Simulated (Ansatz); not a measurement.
How far each method lies from UCCSDT(Q) for [Cl···H···H], doublet

Geometry: a point of a hydrogen-transfer path between rigid fragments, not a stationary point.

```xyz
3

Cl    0.0000    0.0000   -1.4393
H     0.0000    0.0000    0.2627
H     0.0000    0.0000    1.1767
```

Basis cc-pVTZ; Ansatz 0.2.0. Correlated methods freeze the noble-gas cores, which leaves 9 electrons in 57 orbitals. Prefix R: restricted or restricted open-shell reference; prefix U: unrestricted. Active spaces: pair = (3e, 3o) about the gap; valence = (9e, 6o) chosen from the atoms' valence shells.

Full CI isn't at hand for all of this; UCCSDT(Q) serves as the reference, and is uncertain by about the last step of the cluster series. The frozen core follows each run's orbitals, which can shift R against U totals by a few meV.

For open shells CISD is restricted-active-space CI with the open shells as a complete middle space.

```
UHF ⟨S²⟩                          : 0.798
T1 diagnostic (RCCSD)             : 0.0296
largest doubles amplitude (RCCSD) : 0.064
T1 diagnostic (UCCSD)             : 0.0170
```

```
                   level  E − E(UCCSDT(Q)) (kJ/mol)  share of correlation (%)  wall time
                     RHF                      664.2                      0.00          –
                     UHF                      635.3                      4.35          –
                    RMP2                       99.8                     84.97          –
                    UMP2                      102.0                     84.64          –
                    CISD                       62.7                     90.56      2.5 s
                   RCCSD                       23.2                     96.50          –
                   UCCSD                       22.7                     96.58          –
                RCCSD(T)                        2.8                     99.59      5.5 s
                UCCSD(T)                        2.8                     99.57        6 s
                 BCCD(T)                        2.7                     99.59      2.5 s
                  RCCSDT                        0.8                     99.88          –
                  UCCSDT                        0.7                     99.89          –
               RCCSDT(Q)                        0.1                     99.99       42 s
     CASSCF (pair space)                      591.1                     11.01          –
     NEVPT2 (pair space)                       88.2                     86.73      1.1 s
     MRCISD (pair space)                       50.1                     92.46          –
   MRCISD+Q (pair space)                        7.9                     98.81      1.3 s
  CASSCF (valence space)                      587.1                     11.61          –
  NEVPT2 (valence space)                      141.6                     78.69      0.9 s
  MRCISD (valence space)                       49.3                     92.58          –
MRCISD+Q (valence space)                        7.8                     98.83      1.4 s
```

The correlation energy at UCCSDT(Q), counted from RHF, is -6.884 eV. That run took 46 s on 1 thread of Intel Xeon 6975P-C, shared host.

Times hold each run's SCF and search for its determinant on a shared host, so for small cases they say little of a method's own cost; they ran on 1 thread of Intel Xeon 6975P-C.

Natural occupations of CASSCF (valence space) about the gap: 2.000 2.000 1.999 1.957 1.001 0.043; effectively unpaired electrons, Σ n²(2−n)², 1.01.
